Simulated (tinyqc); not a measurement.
RHF in the sto-6g basis, for H2O, spin multiplicity 1, step by step (part 2 of 2). Computed by tinyqc, a small Python program that keeps every step (integrals from PySCF). Command: `OMP_NUM_THREADS=1 python tinyqc.py 24293 24294 out.jsonl` (the two numbers bound the seeds that draw the settings). One thread of a shared host (Intel(R) Xeon(R) Processor @ 2.60GHz), about 0.1 s of CPU time with the checks.

Geometry (angstrom):
```
atom         x          y         z
O     0.000000   0.000000  0.000000
H     0.000000   1.022000  0.667000
H     0.000000  -1.022000  0.667000
```

## Convergence

Stop when the energy changes by less than 1e-10 hartree and every element of the error matrix X^T (F D S - S D F) X is below 3e-06.

Course of the cycle:
```
iteration   E (hartree)     change  largest element of the error matrix
1          -75.04505504          -                             5.09e-01
2          -75.48717194  -4.42e-01                             1.92e-01
3          -75.56448181  -7.73e-02                             1.06e-01
4          -75.58249451  -1.80e-02                             6.17e-02
5          -75.58756772  -5.07e-03                             3.50e-02
6          -75.58921984  -1.65e-03                             2.00e-02
7          -75.58984651  -6.27e-04                             1.18e-02
8          -75.59011591  -2.69e-04                             7.20e-03
9          -75.59024114  -1.25e-04                             4.74e-03
10         -75.59030178  -6.06e-05                             3.38e-03
11         -75.59033169  -2.99e-05                             2.40e-03
12         -75.59034658  -1.49e-05                             1.71e-03
13         -75.59035402  -7.44e-06                             1.21e-03
14         -75.59035773  -3.72e-06                             8.58e-04
...                 ...        ...                                  ...
18         -75.59036123  -2.34e-07                             2.16e-04
19         -75.59036135  -1.17e-07                             1.53e-04
20         -75.59036141  -5.87e-08                             1.08e-04
21         -75.59036144  -2.94e-08                             7.65e-05
22         -75.59036145  -1.47e-08                             5.42e-05
23         -75.59036146  -7.38e-09                             3.83e-05
24         -75.59036146  -3.70e-09                             2.71e-05
25         -75.59036146  -1.85e-09                             1.92e-05
26         -75.59036147  -9.27e-10                             1.36e-05
27         -75.59036147  -4.65e-10                             9.62e-06
28         -75.59036147  -2.33e-10                             6.81e-06
29         -75.59036147  -1.17e-10                             4.82e-06
30         -75.59036147  -5.84e-11                             3.41e-06
31         -75.59036147  -2.93e-11                             2.41e-06
```

PySCF RHF in the same basis = -75.59036147 hartree

Converged in 31 iterations.

## Populations, bond orders and dipole

D after iteration 31, lower triangle:
```
            1O 1s      1O 2s    1O 2px     1O 2py    1O 2pz      2H 1s     3H 1s
1O 1s    2.107032
1O 2s   -0.463752   2.040925
1O 2px   0.000000   0.000000  2.000000
1O 2py   0.000000   0.000000  0.000000   0.718658
1O 2pz   0.090021  -0.508627  0.000000   0.000000  1.149478
2H 1s   -0.009854  -0.056357  0.000000   0.547703  0.553038   0.703072
3H 1s   -0.009854  -0.056357  0.000000  -0.547703  0.553038  -0.131757  0.703072
```

overlap S, lower triangle:
```
           1O 1s     1O 2s    1O 2px     1O 2py    1O 2pz     2H 1s     3H 1s
1O 1s   1.000000
1O 2s   0.231145  1.000000
1O 2px  0.000000  0.000000  1.000000
1O 2py  0.000000  0.000000  0.000000   1.000000
1O 2pz  0.000000  0.000000  0.000000   0.000000  1.000000
2H 1s   0.030207  0.322552  0.000000   0.246383  0.160800  1.000000
3H 1s   0.030207  0.322552  0.000000  -0.246383  0.160800  0.111719  1.000000
```

Mulliken: Z minus the diagonal of D S on the atom; Loewdin: the same with S^(1/2) D S^(1/2); Mayer order: 2 sum_s sum (D(s) S)_ij (D(s) S)_ji over the two atoms.

Charges (e):
```
atom   Mulliken    Loewdin
1O    -0.212501  -0.163386
2H     0.106250   0.081693
3H     0.106250   0.081693
```

Mayer bond orders:
```
pair     order
2-1   0.974857
3-1   0.974857
3-2   0.013854
```

dipole moment about the origin, x y z (debye): 0.000000  0.000000  1.361243
